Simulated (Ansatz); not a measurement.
Species: C3H9N, SMILES `CN(C)C` (charge 0, multiplicity 1), formula C3H9N.

### Question
How many basis functions does frozen-core CCSD(T)/cc-pVTZ // PBE-D3(BJ)/def2-SVP (Ansatz, an electronic-structure program) use, how many core orbitals are frozen, and how many electrons are correlated?

### Answer
246 basis functions and 4 frozen orbitals, which leaves 26 correlated electrons. Core time is of the order of minutes.
